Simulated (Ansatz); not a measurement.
The same path of C3H6N2O (12 atoms, charge 0, multiplicity 1) was run 3 times with different band settings. The coordinate that changes most is the dihedral O2–C3–N4–C5.

Theory: RHF/def2-SVP (Ansatz 0.2.0).

Relaxed end points:

```xyz
12
Properties=species:S:1:pos:R:3
C -0.304 -1.596 0.847
O 0.758 -0.759 0.509
C 0.755 -0.255 -0.769
N -0.262 0.759 -0.974
C -0.296 1.866 -0.509
N -0.346 3.024 -0.168
H -0.136 -1.943 1.864
H -0.350 -2.464 0.182
H -1.261 -1.073 0.803
H 1.743 0.166 -0.947
H 0.573 -1.044 -1.500
H -0.798 3.261 0.695
```

```xyz
12
Properties=species:S:1:pos:R:3
C -0.249 -1.906 0.779
O 0.810 -1.023 0.575
C 0.677 -0.145 -0.466
N -0.389 0.806 -0.231
C -0.422 1.986 -0.436
N -0.555 3.157 -0.715
H 0.034 -2.569 1.593
H -0.440 -2.508 -0.115
H -1.165 -1.378 1.048
H 1.635 0.359 -0.580
H 0.443 -0.673 -1.395
H -0.302 3.839 -0.024
```

Common settings: spring 5.0 eV/Å²; optimiser quadratic models (default); start path through a guess of the saddle point; force threshold 0.05 eV/Å; iteration limit 60; end points relaxed.

| run | movable images | climbing image |
| --- | --- | --- |
| 1 | 7 | yes |
| 2 | 4 | no |
| 3 | 8 | no |

Question: What does each run give, and how far can it be trusted?

Answer: Run 1: converged after 15 iterations, highest image 0.000 eV above the first end. The highest image is an end point: on this band no image between the ends rises above it.
Run 2: converged after 13 iterations, highest image 0.000 eV above the first end. The highest image is an end point: on this band no image between the ends rises above it.
Run 3: converged after 19 iterations, highest image 0.000 eV above the first end. The highest image is an end point: on this band no image between the ends rises above it.
